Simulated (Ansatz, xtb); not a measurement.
H7N2Si+: which of two isomers lies lower

Structure a: `N[NH2+][SiH3]`, a singlet. Structure b: `[NH3+][SiH-][NH3+]`, a singlet. Both are isolated ions in the gas phase, relaxed with B3LYP-D3(BJ)/def2-SVP; the shapes shown needn't be the lowest conformers.

a (Å):

```xyz
10

N    -1.4310   -1.2730   -0.2699
N    -0.1389   -0.6577   -0.1261
Si    1.1493   -1.5851   -1.2087
H    -1.7637   -1.1124   -1.2230
H    -2.0920   -0.8425    0.3809
H     0.1497   -0.7779    0.8559
H    -0.1234    0.3639   -0.2966
H     0.5276   -1.5018   -2.5456
H     1.1878   -2.9227   -0.5913
H     2.3555   -0.7505   -1.0279
```

b (Å):

```yaml
atoms:
  - { symbol: N, position_ang: [-1.4386, -1.5237, -0.5072] }
  - { symbol: N, position_ang: [1.4671, -1.0997, -0.8185] }
  - { symbol: Si, position_ang: [0.0557, -0.6685, 0.5999] }
  - { symbol: H, position_ang: [-1.4945, -1.3006, -1.5085] }
  - { symbol: H, position_ang: [-2.3187, -1.1797, -0.0989] }
  - { symbol: H, position_ang: [-1.4779, -2.5456, -0.4142] }
  - { symbol: H, position_ang: [-0.2129, 0.6381, -0.1289] }
  - { symbol: H, position_ang: [1.2488, -0.9000, -1.8024] }
  - { symbol: H, position_ang: [1.8117, -2.0657, -0.7669] }
  - { symbol: H, position_ang: [2.2791, -0.5092, -0.5913] }
```

Q: Which of the two would you expect CCSD(T)/def2-TZVP electronic energies to favour?

A: Structure b; the calculation gives E(b) − E(a) = −144.8 kJ/mol.

The same difference at several levels:

```
                level               geometry  E(b) − E(a) (kJ/mol)  departure from the last row (kJ/mol)  job, with rough time for the two
             GFN2-xTB               GFN2-xTB                   −10.1                                +134.7              optimisation, 0.38 s
            HF/STO-3G               GFN2-xTB                  −109.3                                 +35.4              single point, 0.79 s
   r2SCAN-D4/def2-SVP               GFN2-xTB                  −149.8                                  −5.0               single point, 8.1 s
B3LYP-D3(BJ)/def2-SVP  B3LYP-D3(BJ)/def2-SVP                  −153.2                                  −8.4                optimisation, 73 s
         HF/def2-TZVP  B3LYP-D3(BJ)/def2-SVP                  −122.4                                 +22.4           part of the CCSD(T) run
        MP2/def2-TZVP  B3LYP-D3(BJ)/def2-SVP                  −144.4                                  +0.4           part of the CCSD(T) run
    CCSD(T)/def2-TZVP  B3LYP-D3(BJ)/def2-SVP                  −144.8                                                      single point, 90 s
```

As drawn, b has 1 N–Si, 2 N–H in place of 1 N–N, 2 Si–H.

The levels shown agree on the order. The largest departure from CCSD(T)/def2-TZVP is that of GFN2-xTB, 134.7 kJ/mol.

With harmonic frequencies from B3LYP-D3(BJ)/def2-SVP (ideal gas, rigid rotor, one conformer each, 298.15 K, 1 atm): on the last row, ΔE + ΔZPE = −133.9, ΔH = −132.1, ΔG = −136.6 kJ/mol.

The correlated steps freeze 7 core orbitals. Mirror images aren't counted in ΔG. Codes used: Ansatz 0.2.0, xtb 6.7.1; the last row on 1 thread of AMD EPYC (Zen 3) on a shared host.
